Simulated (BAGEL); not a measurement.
# NO+ (nitrosonium) at HF/aug-cc-pVTZ (density fitting with qzvpp-jkfit)

Aim: the energy change on altering one bond length of NO+ (nitrosonium) at HF/aug-cc-pVTZ (density fitting with qzvpp-jkfit), from 2 runs. 

The results are computed with BAGEL 1.2.2.

2 further runs of the same task are left out: 2 set aside as unsound or not needed. Runs told in other sessions of the task aren't counted.

**1. The structure to begin with**

NO+: 2 atoms, total charge +1, spin state singlet. SMILES: `N#[O+]`. Geometry: the measured bond length.

Bond lengths: N1–O2 1.063 Å.

**2. A single-point energy at HF/aug-cc-pVTZ (density fitting with qzvpp-jkfit)**

Input file job.json:

```json
{ "bagel": [

{
  "title": "molecule",
  "basis": "aug-cc-pvtz.json",
  "df_basis": "qzvpp-jkfit",
  "angstrom": true,
  "geometry": [
    { "atom": "N", "xyz": [       0.000000,       0.000000,       0.000000 ] },
    { "atom": "O", "xyz": [       0.000000,       0.000000,       1.063220 ] }
  ]
},

{ "title": "hf", "charge": 1 },

{ "title": "print", "file": "orbitals.molden", "orbitals": true }

]}
```

The basis set aug-cc-pVTZ is read from a file made from the Basis Set Exchange's data (not shown).

The run is started by

```
$ BAGEL_NUM_THREADS=1 BAGEL job.json > job.out
```

The log of the run:

```text
* using 1 threads per process

  ===============================================================
  ===============================================================

  *** Geometry ***

  { "atom" : "N", "xyz" : [      0.000000,      0.000000,      0.000000 ] },
  { "atom" : "O", "xyz" : [      0.000000,      0.000000,      2.009195 ] },

  Number of auxiliary basis functions:      154

  Since a DF basis is specified, we compute 2- and 3-index integrals:
    o Being stored without compression. Storage requirement is 0.010 GB

  Number of basis functions:       92
  Number of electrons      :       15

    * METHOD: MOLECULE                             0.06

  *** RHF ***

  === Nuclear Repulsion ===
    27.8718645224

      * DIIS with orbital gradients will be used.

  === RHF iteration (aug-cc-pvtz.json) ===
      0       -128.93265580          0.01198882           0.01
      1       -128.95683586          0.00726146           0.01
      2       -128.96476804          0.00257998           0.01
      3       -128.96611294          0.00033182           0.01
      4       -128.96614150          0.00004857           0.01
      5       -128.96614230          0.00000876           0.01
      6       -128.96614235          0.00000271           0.01
      7       -128.96614235          0.00000028           0.01
      8       -128.96614235          0.00000008           0.01
      9       -128.96614235          0.00000004           0.01
     10       -128.96614235          0.00000001           0.01
    * SCF iteration converged.

    * Permanent dipole moment:
           (   -0.000000,    -0.000000,     0.253278) a.u.

    * METHOD: HF                                   0.19

    * METHOD: PRINT                                0.02

  ===============================================================
```

It took 0.58 s on 1 thread of Intel Xeon Platinum 8259CL at 2.50GHz (Skylake/Cascade Lake), shared host; peak memory 0.08 GiB.

**3. The distorted shape at the same level**

Input file input.json:

```json
{ "bagel" : [

{
  "title" : "molecule",
  "basis" : "aug-cc-pvtz.json",
  "df_basis" : "qzvpp-jkfit",
  "angstrom" : true,
  "geometry" : [
    { "atom" : "N", "xyz" : [       0.000000,       0.000000,      -0.159480 ] },
    { "atom" : "O", "xyz" : [       0.000000,       0.000000,       1.063220 ] }
  ]
},

{ "title" : "hf", "charge" : 1 },

{ "title" : "print", "file" : "orbitals.molden", "orbitals" : true }

]}
```

The basis set aug-cc-pVTZ is read from a file made from the Basis Set Exchange's data (not shown).

The run is started by

```
$ BAGEL_NUM_THREADS=1 BAGEL input.json > input.out
```

The log of the run:

```text
* using 1 threads per process

  ===============================================================
  ===============================================================

  *** Geometry ***

  { "atom" : "N", "xyz" : [      0.000000,      0.000000,     -0.301374 ] },
  { "atom" : "O", "xyz" : [      0.000000,      0.000000,      2.009195 ] },

  Number of auxiliary basis functions:      154

  Since a DF basis is specified, we compute 2- and 3-index integrals:
    o Being stored without compression. Storage requirement is 0.010 GB

  Number of basis functions:       92
  Number of electrons      :       15

    * METHOD: MOLECULE                             0.07

  *** RHF ***

  === Nuclear Repulsion ===
    24.2364633986

      * DIIS with orbital gradients will be used.

  === RHF iteration (aug-cc-pvtz.json) ===
      0       -128.80949457          0.01731679           0.01
      1       -128.80223499          0.01987157           0.01
      2       -128.86870709          0.00317402           0.02
      3       -128.87104527          0.00053862           0.02
      4       -128.87116349          0.00011901           0.02
      5       -128.87117281          0.00004047           0.02
      6       -128.87117421          0.00001187           0.02
      7       -128.87117434          0.00000119           0.02
      8       -128.87117434          0.00000042           0.02
      9       -128.87117434          0.00000015           0.02
     10       -128.87117434          0.00000002           0.02
     11       -128.87117434          0.00000001           0.02
    * SCF iteration converged.

    * Permanent dipole moment:
           (   -0.000000,    -0.000000,     0.458245) a.u.

    * METHOD: HF                                   0.34

    * METHOD: PRINT                                0.04

  ===============================================================
```

Wall time 0.81 s (1 thread of Intel Xeon Platinum 8259CL at 2.50GHz (Skylake/Cascade Lake), shared host); peak memory 0.14 GiB.

**4. Summary of results**

Level: HF/aug-cc-pVTZ (density fitting with qzvpp-jkfit).

| quantity | value |
| --- | --- |
| first shape: total energy | -128.96614 Eh |
| first shape: HOMO energy | -30.99 eV |
| first shape: LUMO energy | -7.61 eV |
| first shape: HOMO–LUMO gap | 23.39 eV |
| distorted shape: total energy | -128.87117 Eh |
| distorted shape: HOMO energy | -28.75 eV |
| distorted shape: LUMO energy | -9.64 eV |
| distorted shape: HOMO–LUMO gap | 19.11 eV |
| energy change with the N1–O2 bond stretched from 1.063 to 1.223 Å | 2.584 eV |

**Reading.** With the N1–O2 bond stretched from 1.063 to 1.223 Å the energy rises by 2.58 eV (60 kcal/mol). The first shape isn't relaxed at this level, so the change isn't measured from a minimum.
